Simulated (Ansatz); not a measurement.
# CH₅MgN: up Jacob's ladder to CCSD(T)

How much do the methods differ for CH₅MgN? The plan is to run it at one geometry with functionals of several rungs and with coupled cluster. The yardstick is the atomisation energy at the CCSD(T) limit.

Computed with Ansatz 0.2.0, Gaussian basis. Level: functionals in def2-TZVPP, the program's frozen cores in correlated methods.

Plan: PBE-D4, r2SCAN-D4, PBE0-D4, B3LYP-D4, ωB97X-V, ωB97M-V, B2PLYP; CCSD(T)/def2-TZVPP; CCSD(T)/def2-QZVPP; extrapolation to the limit.

## (1) The geometry

An earlier PBE0-D4 in a triple-zeta def2 set relaxation fixed the geometry.

SMILES `[CH3][Mg][NH2]`, 8 atoms, charge 0, spin multiplicity 1.

Atoms are counted from 1 here; the program's logs count them from 0.

Bond lengths: C1–Mg2 2.079 Å, C1–H4 1.094 Å, C1–H5 1.095 Å, C1–H6 1.095 Å, Mg2–N3 1.892 Å, N3–H7 1.009 Å, N3–H8 1.009 Å. Angles: Mg2–C1–H4 111.8°, Mg2–C1–H5 111.8°, Mg2–C1–H6 111.7°, H4–C1–H5 107.2°, H4–C1–H6 107.1°, H5–C1–H6 107.0°, C1–Mg2–N3 180.0°, Mg2–N3–H7 126.6°, Mg2–N3–H8 126.6°, H7–N3–H8 106.8°.

## (2) PBE-D4 (GGA)

in.yaml

```yaml
crystal:
  periodic: [false, false, false]
  atoms:
    - {symbol: C, position_ang: [-1.184983, 1.174693, -0.519601]}
    - {symbol: Mg, position_ang: [0.224712, -0.222892, 0.099720]}
    - {symbol: N, position_ang: [1.507813, -1.494624, 0.662410]}
    - {symbol: H, position_ang: [-2.057273, 1.193545, 0.141215]}
    - {symbol: H, position_ang: [-0.771370, 2.187938, -0.538098]}
    - {symbol: H, position_ang: [-1.550929, 0.959439, -1.528700]}
    - {symbol: H, position_ang: [2.065068, -1.455541, 1.503205]}
    - {symbol: H, position_ang: [1.766972, -2.342559, 0.179849]}
basis:
  gaussian: {orbitals: def2-TZVPP}
hamiltonian: {xc: pbe, dispersion: d4}
output: {forces: true, orbitals: {seedname: orbitals}}
```

Started as:

```
$ ansatz run in.yaml --threads 2 --pin off --events-out ev --progress --plain --max-ram 32768MiB --backend cpu
```

Further steps of the session: r2SCAN-D4 (meta-GGA); PBE0-D4 (hybrid); B3LYP-D4 (hybrid); ωB97X-V (range-separated); ωB97M-V (range-separated); B2PLYP (double hybrid); CCSD(T) in def2-TZVPP; CCSD(T) in def2-QZVPP.

Q: Predict the results of all the runs planned. Wanted: atomisation energy, CCSD(T)/CBS; farthest; mean size of error, hybrid; mean size of error, range-separated; gap, smallest and largest; T1 diagnostic; triples share of the correlation energy.

The runs gave:

| quantity | value |
| --- | --- |
| atomisation energy, CCSD(T)/CBS | 608.9 kcal/mol |
| functionals within 3.0 kcal/mol (0.5 %) | B3LYP-D4, ωB97X-V |
| farthest | B2PLYP (-9.7 kcal/mol) |
| mean size of error, hybrid | 4.8 kcal/mol |
| mean size of error, range-separated | 3.6 kcal/mol |
| gap, smallest and largest | 3.50 eV (PBE-D4), 9.57 eV (ωB97X-V) |
| T1 diagnostic | 0.0086 |
| triples share of the correlation energy | 2.8 % |

In words: PBE-D4 misses by +3.7 kcal/mol. Double hybrids carry the basis error of their MP2 part in triple zeta, and no dispersion term here, so their miss is partly the set-up's. The reference freezes the cores and leaves out relativity and excitations past (T), so misses under about 3.0 kcal/mol can't be ranked. Hartree-Fock recovers 70 % of the binding; the rest is correlation. The gap grows from 3.5 to 9.6 eV across the functionals, mostly with the share of exact exchange. Correlated methods include outer-core shells of Mg, which these sets cover unevenly.
